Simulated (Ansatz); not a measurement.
`C1CCOCC1`. The species carries charge 0 and has multiplicity 1. The geometry is a stationary point of PBE0-D4/def2-TZVP.

```xyz
16

C    -0.843   -0.746    0.576
C    -0.755   -0.490   -0.921
C    -0.371    0.972   -1.162
O     0.355    1.526   -0.082
C     1.266    0.600    0.464
C     0.527   -0.510    1.216
H    -1.196   -1.759    0.782
H    -1.575   -0.061    1.012
H    -0.007   -1.161   -1.358
H    -1.700   -0.709   -1.423
H     0.211    1.070   -2.091
H    -1.265    1.592   -1.260
H     1.893    0.178   -0.335
H     1.924    1.164    1.127
H     0.407   -0.242    2.269
H     1.128   -1.425    1.187
```

Question: What is the dipole moment at B3LYP/def2-TZVPP? (Best estimate.)

Answer: Computed: 1.44 D, with components (-0.08, -1.41, -0.26) D in this frame, pointing from negative to positive charge.

Question: And with PBE, r2SCAN, ωB97M-V? (Estimate.)

Answer: Ansatz gave: PBE 1.35 D, r2SCAN 1.40 D, ωB97M-V 1.45 D.

Question: Give the Mulliken charges with B3LYP, ωB97M-V, r2SCAN in def2-TZVPP. (Estimate.)

Answer: The calculation gave: 
```json
{"atom": "C1", "B3LYP": "-0.12", "ωB97M-V": "-0.19", "r2SCAN": "-0.04"}
{"atom": "C2", "B3LYP": "-0.13", "ωB97M-V": "-0.21", "r2SCAN": "-0.04"}
{"atom": "C3", "B3LYP": "0.02", "ωB97M-V": "-0.03", "r2SCAN": "0.12"}
{"atom": "O4", "B3LYP": "-0.33", "ωB97M-V": "-0.31", "r2SCAN": "-0.34"}
{"atom": "C5", "B3LYP": "0.00", "ωB97M-V": "-0.08", "r2SCAN": "0.10"}
{"atom": "C6", "B3LYP": "-0.12", "ωB97M-V": "-0.16", "r2SCAN": "-0.04"}
{"atom": "H7", "B3LYP": "0.07", "ωB97M-V": "0.09", "r2SCAN": "0.02"}
{"atom": "H8", "B3LYP": "0.07", "ωB97M-V": "0.11", "r2SCAN": "0.03"}
{"atom": "H9", "B3LYP": "0.07", "ωB97M-V": "0.11", "r2SCAN": "0.02"}
{"atom": "H10", "B3LYP": "0.07", "ωB97M-V": "0.09", "r2SCAN": "0.02"}
{"atom": "H11", "B3LYP": "0.06", "ωB97M-V": "0.09", "r2SCAN": "0.01"}
{"atom": "H12", "B3LYP": "0.08", "ωB97M-V": "0.10", "r2SCAN": "0.03"}
{"atom": "H13", "B3LYP": "0.06", "ωB97M-V": "0.10", "r2SCAN": "0.02"}
{"atom": "H14", "B3LYP": "0.09", "ωB97M-V": "0.10", "r2SCAN": "0.04"}
{"atom": "H15", "B3LYP": "0.07", "ωB97M-V": "0.09", "r2SCAN": "0.03"}
{"atom": "H16", "B3LYP": "0.06", "ωB97M-V": "0.09", "r2SCAN": "0.02"}
```

B3LYP here is the variant with VWN-RPA as its local correlation; programs differ in this.
